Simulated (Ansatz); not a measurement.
`CS[SiH]`, charge 0, multiplicity 1.

Give a relaxed structure at PBE0-D4/def2-TZVP (the Gaussian-basis code of Ansatz). (Best estimate.)

Ansatz gave: 
Cartesian coordinates in Å:
```
C -0.659 0.825 -0.330
S -0.342 -0.925 0.018
Si 1.648 -0.956 0.670
H -1.483 1.166 0.296
H 0.229 1.424 -0.125
H -0.938 0.932 -1.378
H 1.545 -2.467 0.848
```
Point group Cs.
